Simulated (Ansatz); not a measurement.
**1T (CdI2-type) ZrSe2: smallest direct gap on the k points sampled by level of theory**

No measured value is used here.

```json
[
 {"level (code)": "LDA (Ansatz)", "value (eV)": "0.95"},
 {"level (code)": "BLYP (Ansatz)", "value (eV)": "1.03"},
 {"level (code)": "PBE (Ansatz)", "value (eV)": "1.02"},
 {"level (code)": "PBE+SOC (Ansatz)", "value (eV)": "0.88"},
 {"level (code)": "PBEsol (Ansatz)", "value (eV)": "0.98"},
 {"level (code)": "PBEsol+SOC (Ansatz)", "value (eV)": "0.84"},
 {"level (code)": "RPBE (Ansatz)", "value (eV)": "1.06"},
 {"level (code)": "B3LYP (VWN-RPA form) (Ansatz)", "value (eV)": "2.12"},
 {"level (code)": "HSE06 (Ansatz)", "value (eV)": "1.76"},
 {"level (code)": "HSE06+SOC (Ansatz)", "value (eV)": "1.59"},
 {"level (code)": "PBE0 (Ansatz)", "value (eV)": "2.41"},
 {"level (code)": "Hartree–Fock (Ansatz)", "value (eV)": "7.66"}
]
```

At these levels the smallest gap is indirect and lower: LDA 0.16, BLYP 0.30, PBE 0.24, PBE+SOC 0.11, PBEsol 0.18, PBEsol+SOC 0.05, RPBE 0.28, B3LYP (VWN-RPA form) 1.32, HSE06 0.88, HSE06+SOC 0.73, PBE0 1.52, Hartree–Fock 6.42 eV. Computed values are for a static lattice. Spin–orbit coupling is included only where a level's name says +SOC; with heavier elements it mostly lowers gaps and can invert bands.  Values are at the measured cell (atoms relaxed with PBEsol). Cutoffs and k meshes differ between the levels. Ansatz's density-functional and Hartree–Fock values are scalar-relativistic unless marked +SOC, with PAW data made under PBE.

Ansatz is a quantum-chemistry and plane-wave program.
